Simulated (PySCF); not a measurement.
Computed with B3LYP-D3(BJ)/def2-TZVP (PySCF 2.14.0). All species are isolated molecules in the gas phase. B3LYP has the VWN-RPA correlation part, as in Gaussian. Excitations are Tamm–Dancoff values on a coarser integration grid. The basis has no diffuse functions, so Rydberg states are missing or too high.

Reference species (SMILES): `CC` (neutral, multiplicity 1).

- HOMO = -9.41 eV
- S1 oscillator strength = 0.000
- HOMO–LUMO gap = 10.47 eV
- S1 excitation (TDA) = 9.35 eV

After one change: the HOMO increases by 1.43 eV; the S1 oscillator strength hardly moves; the HOMO–LUMO gap decreases by 2.50 eV; the S1 excitation (TDA) falls by 1.75 eV.

Question: Name the change that produced these shifts. The new species is one of these.
A) `[SnH3][SnH3]`
B) `[CH3][SnH3]`
C) `[CH3][GeH3]`
D) `[GeH3][GeH3]`

Answer: D, `[GeH3][GeH3]`
